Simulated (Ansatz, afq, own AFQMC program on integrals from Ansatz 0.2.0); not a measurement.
Two steps: Ansatz 0.2.0 writes the Fock matrix and Cholesky factors of the valence space, and afq projects on them the lowest state that overlaps trial and start.

```yaml
crystal:
  periodic: [false, false, false]
  atoms:
    - {symbol: C, position_ang: [0.073604, 0.541873, 0.120981]}
    - {symbol: H, position_ang: [-0.011806, 1.443996, -0.540739]}
    - {symbol: H, position_ang: [0.350142, 1.029781, 1.092818]}
basis:
  gaussian: {orbitals: def2-TZVP}
magnetization: {spin_polarized: false}
correlation: {method: ccsd_t, electrons: outside_noble_gas, hamiltonian_folder: ham}
```

```sh
$ ansatz run in.yaml --threads 1 --pin off --events-out ev --progress --plain --max-ram 16896MiB --backend cuda --devices 0, --max-vram 18GiB
```

afq runs on the folder ham with

```
--method phaseless --trial cisd --walkers 4000 --populations 20 --least-time 60 --time-step 0.005 --steps-per-block 50 --equilibration-blocks 28 --max-blocks 4000 --target-error 0.00015 --factor-cut 1e-05 --seed 6554 --release-times 0.24,0.51,0.99,1.62,2.4 --release-step 0.03 --release-every 3 --taylor-order 6
```

Times are imaginary, in 1/Eh. The walk had a cap of 122 s. With eight or more populations the least sampling time is a fifth of least-time, and the error comes from their spread.

```
orbitals 42  electrons 3 3  factors 297 of 298
reference energy -38.89213293 Eh
CCSD correlation -0.15956070 Eh in 11 cycles, weight of the determinant in the CISD state 0.9187
energy of the start -39.051689 Eh
 block  time / (1/Eh)  mean weight  energy / Eh
     1     0.250  0.9999  -39.051326
     2     0.500  0.9999  -39.052514
     3     0.750  0.9998  -39.053661
     4     1.000  1.0000  -39.054359
     5     1.250  1.0000  -39.054936
     8     2.000  0.9998  -39.055859
    11     2.750  1.0002  -39.056471
    14     3.500  0.9998  -39.056406
    17     4.250  0.9999  -39.056085
    20     5.000  0.9999  -39.056490
    22     5.500  0.9999  -39.056130
    23     5.750  0.9999  -39.056288
    26     6.500  0.9998  -39.056214
    29     7.250  1.0003  -39.057121
    32     8.000  0.9999  -39.056643
    35     8.750  1.0002  -39.057299
    38     9.500  0.9999  -39.056841
    41    10.250  1.0001  -39.056906
    44    11.000  1.0001  -39.056958
    47    11.750  1.0002  -39.057333
    48    12.000  1.0000  -39.057873
    50    12.500  0.9998  -39.056984
    53    13.250  1.0001  -39.057400
    56    14.000  0.9999  -39.057400
    59    14.750  1.0000  -39.056941
    62    15.500  0.9998  -39.057049
    65    16.250  1.0002  -39.057288
    68    17.000  1.0003  -39.057032
    71    17.750  1.0000  -39.057399
    74    18.500  1.0000  -39.057765
    77    19.250  1.0000  -39.056924
    78    19.500  1.0004  -39.057175
error from the spread of 20 populations
released: time / (1/Eh)  energy / Eh  error  mean overlap
  0.24  -39.057296  0.000099  0.9972
  0.51  -39.057187  0.000097  0.9950
  0.99  -39.057195  0.000100  0.9926
  1.62  -39.057357  0.000114  0.9881
  2.40  -39.057543  0.000142  0.9829
energy -39.057168 +/- 0.000092 Eh
(rows thinned)
```

(1) Estimate how long the walk took on 1 × NVIDIA H100 80GB HBM3 with 2 threads of AMD EPYC 7R13 Processor (Zen 3), with other jobs on the host (the card was shared).

The run passed its tests (sampling time, drift between the halves within three errors, error under three times the target), which doesn't prove that it has relaxed.

Against this walk (error 2.5 meV) on the same determinant: CCSD(T) 25.0 meV higher, CCSDT(Q) 2.2 meV lower (within the noise), CCSDTQ 3.0 meV lower (within the noise). The error is statistical and leaves out the bias of the constraint. The released energies are still falling (meV from the phaseless value at times in 1/Eh: -3 ± 3 at 0.24, -1 ± 3 at 0.51, -1 ± 3 at 0.99, -5 ± 3 at 1.62, -10 ± 4 at 2.40), so they give no level.

Cautions: constraint bias not in the error; higher spins were not checked; restricted determinant unstable towards unrestricted (UHF 474 meV lower, ⟨S²⟩ 0.70).

Results:

(1) 30 s of wall time.

CCSDT and higher add their correlation energy to the determinant of the CCSD(T) run, since their own runs factorise the integrals more tightly (a shift of under 2 meV). A walk keeps the symmetry of its determinant, which the program's search chose and which needn't be the lowest solution, so a lower state of the same spin and another symmetry isn't excluded.
